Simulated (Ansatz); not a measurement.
How far each method lies from UCCSDT(Q) for PF, triplet

Geometry: a PBE0/def2-TZVP stationary point for this spin.

```yaml
atoms:
  - { symbol: F, position_ang: [0.0000, 0.0000, 0.0000] }
  - { symbol: P, position_ang: [0.0000, 0.0000, 1.5934] }
```

Basis cc-pVTZ; Ansatz 0.2.0. Correlated methods freeze the noble-gas cores, which leaves 12 electrons in 58 orbitals. Prefix R: restricted or restricted open-shell reference; prefix U: unrestricted. Active spaces: valence = (12e, 8o) chosen from the atoms' valence shells.

Full CI isn't at hand for all of this; UCCSDT(Q) serves as the reference, and is uncertain by about the last step of the cluster series. The frozen core follows each run's orbitals, which can shift R against U totals by a few meV.

For open shells CISD is restricted-active-space CI with the open shells as a complete middle space.

```
UHF ⟨S²⟩                          : 2.034
T1 diagnostic (RCCSD)             : 0.0207
largest doubles amplitude (RCCSD) : 0.051
T1 diagnostic (UCCSD)             : 0.0202
```

```tsv
level	E − E(RHF) (eV)
UHF	-0.1902
RMP2	-9.7547
UMP2	-9.7052
RCCSD	-10.1346
UCCSD	-10.1394
RCCSD(T)	-10.4782
UCCSD(T)	-10.4777
```

(1) Estimate how far UCCSDT(Q) in cc-pVTZ lies from RCCSD(T). The table doesn't fix it; the size of (T) and the diagnostics are the guide.

(1) UCCSDT(Q) in cc-pVTZ lies 0.78 kcal/mol below RCCSD(T), which is 10 % of the (T) step (-7.92 kcal/mol). The diagnostics are small and one determinant leads, so the series closes fast and only a small part of (T) is left.

The other levels:

| level | E − E(UCCSDT(Q)) (kcal/mol) | share of correlation (%) | wall time |
| --- | --- | --- | --- |
| CISD | 24.67 | 89.83 | 10 s |
| BCCD(T) | 0.70 | 99.71 | 2.1 s |
| RCCSDT | 0.35 | 99.85 | – |
| UCCSDT | 0.32 | 99.87 | – |
| RCCSDT(Q) | 0.12 | 99.95 | 12 s (H100) |
| CASSCF (valence space) | 224.86 | 7.24 | – |
| NEVPT2 (valence space) | 35.31 | 85.43 | 0.99 s |
| MRCISD (valence space) | 21.62 | 91.08 | – |
| MRCISD+Q (valence space) | 4.70 | 98.06 | 4 s (H100) |
| MRCISD+Q(relaxed) (valence space) | 3.77 | 98.45 | 15 s (H100) |

The correlation energy at UCCSDT(Q), counted from RHF, is -10.512 eV. That run took 22 s on 2 threads of AMD EPYC 7R13 with a shared H100 80 GB, shared host.

Times hold each run's SCF and search for its determinant on a shared host, so for small cases they say little of a method's own cost; rows without a card ran on 1 thread of AMD EPYC 7R13. Some runs computed forces too.

Natural occupations of CASSCF (valence space) about the gap: 1.997 1.997 1.979 1.003 1.003 0.023; effectively unpaired electrons, Σ n²(2−n)², 2.00.

Atomization energy (electronic, same basis, no zero-point term; atoms at the same level, unrestricted beside the R rows where the molecule is a closed shell, with restricted open-shell steps beyond CCSDT(Q)) at UCCSDT(Q): 416.3 kJ/mol. Errors of other levels:

```
                            level  error (kJ/mol)
                              RHF          -159.4
                              UHF          -154.0
                             RMP2            24.9
                             UMP2            20.8
                             CISD           -70.3
                            RCCSD           -13.7
                            UCCSD           -13.6
                         RCCSD(T)             0.0
                         UCCSD(T)            -0.3
                          BCCD(T)             0.3
                           RCCSDT            -0.7
                           UCCSDT            -0.9
                        RCCSDT(Q)            -0.2
           CASSCF (valence space)           -86.0
           NEVPT2 (valence space)             3.8
           MRCISD (valence space)           -50.6
         MRCISD+Q (valence space)           -15.9
MRCISD+Q(relaxed) (valence space)           -12.0
```

This basis is far from its limit, so the value isn't to be set against a measured one. Truncated CI isn't size-consistent, which counts against it in atomization.
